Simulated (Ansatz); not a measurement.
Cost and result up the ladder for tetramethylammonium chloride (C₄H₁₂ClN) (18 atoms). Charge 0, multiplicity 1. Geometry: PBE-D4/def2-SVP.

Ansatz on 4 threads of Arm Neoverse V1 on a shared host. Times are rough, and most runs start from the orbitals of an earlier one. PBE0-D4/def2-TZVPD serves as the yardstick here, not as an exact answer. Differences are given only for rows in sets of like size (and for xTB, whose basis is part of the method), since another set adds its own error. Binding counts from free atoms at the same level (C triplet, N quartet, H doublet, Cl doublet; other spins of the atoms weren't run), without zero-point energy or a counterpoise term.

B3LYP takes the VWN-RPA correlation. Correlated methods freeze 10 core orbitals. The rows differ in basis, and correlated rows in double-zeta sets carry the largest basis error.

Correlated methods converge slowly with the basis, most of all in double-zeta sets.

```
              level  functions  wall time  binding energy per atom (eV)  difference from PBE0-D4/def2-TZVPD (eV)
          HF/STO-3G         46      0.2 s                          3.35                                        –
    PBE-D4/def2-SVP        148      1.9 s                          3.83                                        –
   PBE0-D4/def2-SVP        148      2.2 s                          3.78                                        –
   PBE-D4/def2-TZVP        264      3.2 s                          3.81                                     0.05
  BLYP-D4/def2-TZVP        264      3.3 s                          3.73                                    -0.03
 B3LYP-D4/def2-TZVP        264      4.5 s                          3.74                                    -0.01
      MP2/def2-TZVP        264      4.6 s                          3.63                                    -0.13
  PBE0-D4/def2-TZVP        264      4.9 s                          3.75                                     0.00
r2SCAN-D4/def2-TZVP        264        6 s                          3.74                                    -0.02
  PBE-D4/def2-TZVPD        339        6 s                          3.81                                     0.05
 PBE0-D4/def2-TZVPD        339      7.5 s                          3.76                                     0.00
   CCSD(T)/def2-SVP        148       32 s                          3.57                                        –
```
